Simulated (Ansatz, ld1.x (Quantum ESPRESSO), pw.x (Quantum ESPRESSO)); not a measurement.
**rhodium: does the TM potential hold in the solid?**

rhodium (Rh), norm-conserving Troullier–Martins (Kleinman–Bylander form), made with ld1.x (Quantum ESPRESSO) 7.5 (PBE, scalar-relativistic). Core [Kr], reference 4d8 5s1 5p0. Waves: 5p (bound, empty): rc 4.00 bohr; 4d (bound): rc 2.00 bohr; 5s (bound): rc 2.90 bohr. Local part: the s channel. Core correction: a·sin(br)/r model core inside 1.00 bohr.

Atomic tests: cutoffs needed: 50 Ry and 70 Ry (the cutoffs (Ry, on a coarse ladder) from which the occupation-weighted sum of valence levels, in a spherical-Bessel basis at the reference potential, stays within 10 and 1 mRy of its value at 400 Ry); ghost test: no extra level below or beside the all-electron valence levels (p, d, s, f tested) (spherical-Bessel basis up to 400 Ry, 20 bohr box); configuration tests: 1 of 7 tests not solved or not reliable.

Crystal test: fcc Rh in pw.x 7.5, no spin, 15³ k-points, Fermi–Dirac smearing 0.01 Ry, cutoffs 85/340 Ry. The reference is all-electron LAPW (Ansatz 0.2.0) with the same functional, mesh and smearing; V0 and B0 come from Birch–Murnaghan fits to the pressures at five volumes. Errors are pseudo minus all-electron; Δ is the rms difference of the E(V) curves that follow from these fits, minima aligned, over ±6 % about the mean V0. Mesh and smearing are coarse, so the numbers serve the comparison and aren't converged zero-temperature values; the lattice is a test structure that the element need not adopt.

| V (Å³/atom) | P all-electron (GPa) | P pseudo (GPa) |
| --- | --- | --- |
| 13.416 | 13.98 | 31.75 |
| 13.769 | 6.11 | 22.02 |
| 14.122 | -0.63 | 13.64 |
| 14.475 | -6.40 | 6.43 |
| 14.828 | -11.32 | 0.23 |

All-electron: a0 = 3.834 Å (V0 = 14.09 Å³/atom), B0 = 252.3 GPa.

Pseudopotential: mean pressure error (GPa): +14.46. The pressure does not cross zero within the volumes sampled, so no fit is given. The largest radius (4.00 bohr) exceeds half the bond length (2.56 bohr), so the spheres overlap, which is one possible source of error among others. This is a poor potential for the solid. Atomic configuration tests: 1 of 7 tests not solved or not reliable.

At the middle volume, how do free energy and pressure move when the wave cutoff is lowered (ecutrho kept at four times it)?

```tsv
cutoff (Ry)	shift of F (meV/atom)	shift of P (GPa)
38	+1205.9	-83.99
51	+27.6	-3.03
68	+8.2	-0.04
```

Input at the middle volume:

```
&control
  calculation='scf', prefix='x', pseudo_dir='./', outdir='./tmp', tstress=.true., disk_io='none'
/
&system
  ibrav=0, nat=1, ntyp=1, ecutwfc=85, ecutrho=340, nbnd=12,
  occupations='smearing', smearing='fd', degauss=0.01
/
&electrons
  conv_thr=1e-09, mixing_beta=0.4, electron_maxstep=70
/
ATOMIC_SPECIES
Rh 1.0 Rh.UPF
CELL_PARAMETERS angstrom
  0.00000000 1.91847173 1.91847173
  1.91847173 0.00000000 1.91847173
  1.91847173 1.91847173 0.00000000
ATOMIC_POSITIONS crystal
Rh 0.0000 0.0000 0.0000
K_POINTS automatic
15 15 15 0 0 0
```

```bash
pw.x < Rh.scf.in > Rh.scf.out
```

Lines of the output:

```
Message from routine setup:
     using ibrav=0 with symmetry is DISCOURAGED, use correct ibrav instead
     lattice parameter (alat)  =       5.1271  a.u.
     unit-cell volume          =      95.3000 (a.u.)^3
     number of electrons       =         9.00
     number of Kohn-Sham states=           12
     kinetic-energy cutoff     =      85.0000  Ry
     charge density cutoff     =     340.0000  Ry
     scf convergence threshold =      1.0E-09
     Exchange-correlation= PBE
     number of k points=   120  Fermi-Dirac smearing, width (Ry)=  0.0100
     iteration #  1     ecut=    85.00 Ry     beta= 0.40
     total energy              =     -60.97613536 Ry
     estimated scf accuracy    <       0.09262155 Ry
     iteration #  2     ecut=    85.00 Ry     beta= 0.40
     total energy              =     -60.98864504 Ry
     estimated scf accuracy    <       0.00208464 Ry
     iteration #  3     ecut=    85.00 Ry     beta= 0.40
     total energy              =     -60.98900720 Ry
     estimated scf accuracy    <       0.00011821 Ry
     iteration #  4     ecut=    85.00 Ry     beta= 0.40
     total energy              =     -60.98901121 Ry
     estimated scf accuracy    <       0.00000252 Ry
     iteration #  5     ecut=    85.00 Ry     beta= 0.40
     total energy              =     -60.98901150 Ry
     estimated scf accuracy    <       0.00000020 Ry
     iteration #  6     ecut=    85.00 Ry     beta= 0.40
     the Fermi energy is    15.9161 ev
!    total energy              =     -60.98901151 Ry
     estimated scf accuracy    <          2.3E-10 Ry
     smearing contrib. (-TS)   =      -0.00642446 Ry
     The total energy is F=E-TS. E is the sum of the following terms:
     one-electron contribution =      13.76927867 Ry
     hartree contribution      =       4.09840506 Ry
     xc contribution           =     -27.63175047 Ry
     ewald contribution        =     -51.21852030 Ry
     convergence has been achieved in   6 iterations
          total   stress  (Ry/bohr**3)                   (kbar)     P=      136.39
     Message from routine punch:
     Nothing written, as per user request (disk_io='none')
```

The run at the middle volume (120 k-points, 6 iterations) took about 9.1 s on one core of a shared host (Neoverse-V2, 96 threads, 742 GiB, load 24).
